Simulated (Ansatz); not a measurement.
One element changed: atomization energies of SiAs, GeAs

Ansatz 0.2.0, basis cc-pVTZ; geometries are PBE0/def2-TZVP minima. Wave-function levels freeze the cores with the filled d shells of p-block atoms; HF, MP2 and coupled cluster are restricted for singlets and unrestricted otherwise, atoms included, restricted open-shell where a d shell is frozen. NEVPT2 and MRCISD+Q stand on CASSCF in the full valence space, and MRCISD+Q is size-consistent only roughly. The reference is CCSDT(Q) (coupled cluster only where its series has nearly closed). An error is the level's value less the reference. None of these values is a measured one. Energies are electronic, without zero-point terms. No spin–orbit coupling and no scalar relativity. The species are chosen: bound, without strong static correlation by their natural occupations or amplitudes, in their lowest spin state as far as vertical gaps and like structures tell, and with a ladder that closes on the reference, so errors are smaller than for species at large; levels whose determinant breaks symmetry or spin markedly are left out.

```tsv
species	bonds (Å)	quantity	symmetry of the states	reference	value (kcal/mol)	error CCSD	error CCSD(T)	error CCSDT	error NEVPT2	error MRCISD+Q
SiAs, doublet	Si–As 2.173	atomization	Π	CCSDT(Q)	70.0	-6.3	-0.7	-0.7	-3.5	-2.0
GeAs, doublet	Ge–As 2.244	atomization	Π	CCSDT(Q)	63.8	-6.2	-0.8	-0.6	-2.7	-1.2
```

The reference falls from Si to Ge, by 6.2 kcal/mol in all.
